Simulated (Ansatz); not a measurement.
# Pulling the pair apart

The pair of NH4⁺ (SMILES [NH4+], atoms 1–5) and PH3 (SMILES P, atoms 6–9), both closed shells, in one local arrangement (a lower one may exist), relaxed at PBE0-D4/def2-TZVP:

```tsv
atom	x (Å)	y (Å)	z (Å)
N1	0.0584	-0.2456	-1.6738
H2	0.0222	-0.0899	-0.6150
H3	-0.8635	-0.5232	-2.0128
H4	0.7317	-0.9813	-1.8911
H5	0.3418	0.6173	-2.1395
P6	-0.0543	0.2305	1.5697
H7	1.1221	0.0812	2.3336
H8	-0.9029	-0.5753	2.3574
H9	-0.4556	1.4863	2.0714
```

PH3 is shifted rigidly along the line between the mean atom positions of the two fragments (negative: closer). Counterpoise interaction energies in kJ/mol. Computed with Ansatz 0.2.0 (basis: def2-TZVPPD); correlated methods freeze the cores. B3LYP uses VWN-RPA correlation.

```tsv
shift (Å)	B3LYP-D4	PBE0-D4	MP2
-0.22	-64.0	-69.2	-56.8
-0.11	-69.9	-74.4	-63.2
0.00	-72.0	-75.8	-65.8
0.11	-71.4	-74.7	-65.7
0.27	-67.9	-70.5	-62.9
0.55	-57.7	-59.5	-53.9
1.10	-37.9	-39.3	-36.3
2.21	-16.5	-17.6	-17.1
```

At the largest shift the D4 term itself is slightly repulsive (B3LYP-D4 +4.0 meV, PBE0-D4 +0.5 meV): a quirk of that model, not of the functional.

Q: What does CCSD(T) give at these shifts? (Judge from chemistry; the value comes from the calculation.)

A: Computed: -53.7, -60.6, -63.5, -63.7, -61.2, -52.6, -35.5, -16.7 kJ/mol. For zero shift, CCSD(T) at an estimated basis limit (MP2 extrapolated from triple and quadruple zeta, plus CCSD(T) − MP2 in triple zeta) gives -66.2 kJ/mol. These are counterpoise interaction energies, counted from the two frozen fragments.

No T1 diagnostic of these runs exceeds 0.010.

For scale, one of the runs: CCSD(T)/def2-TZVPPD, 204 basis functions, launched by `ansatz run in.yaml --threads 2 --pin off --events-out ev --progress --plain --max-ram 5222MiB`. Hardware: 2 CPU threads of an Arm Neoverse V2, shared host. Wall time 31 s; peak host memory 2.5 GiB.
